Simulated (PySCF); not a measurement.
# Successive ionisation energies of carbon

Calculated with PySCF 2.14, two-component X2C-1e (Gaussian nucleus, no Breit or QED terms), each ion in its own even-tempered basis; GMP2 freezes the deep shells of the larger ions and drops the highest virtual spinors; eV.

```json
{"ion": "C", "configuration": "[He] 2s2 2p2", "GHF (spin-free)": "10.691", "GHF (screened spin-orbit)": "10.688", "GMP2 (screened spin-orbit)": "11.254", "NIST": "11.260", "kind": "measured"}
{"ion": "C⁺", "configuration": "[He] 2s2 2p1", "GHF (spin-free)": "24.190", "GHF (screened spin-orbit)": "24.196", "GMP2 (screened spin-orbit)": "24.442", "NIST": "24.383", "kind": "measured"}
{"ion": "C²⁺", "configuration": "[He] 2s2", "GHF (spin-free)": "45.797", "GHF (screened spin-orbit)": "45.797", "GMP2 (screened spin-orbit)": "47.122", "NIST": "47.888", "kind": "measured"}
{"ion": "C³⁺", "configuration": "[He] 2s1", "GHF (spin-free)": "64.382", "GHF (screened spin-orbit)": "64.382", "GMP2 (screened spin-orbit)": "64.488", "NIST": "64.494", "kind": "measured"}
{"ion": "C⁴⁺", "configuration": "1s2", "GHF (spin-free)": "390.92", "GHF (screened spin-orbit)": "390.92", "GMP2 (screened spin-orbit)": "392.07", "NIST": "392.09", "kind": "theoretical"}
{"ion": "C⁵⁺", "configuration": "1s1", "GHF (spin-free)": "490.04", "GHF (screened spin-orbit)": "490.04", "GMP2 (screened spin-orbit)": "490.04", "NIST": "489.99", "kind": "theoretical"}
```

(1) Where is the largest relative jump?

## Answers

(1) From C³⁺ to C⁴⁺: 64.488 to 392.07 eV, where the electron removed from 1s2 comes from a deeper shell or subshell.
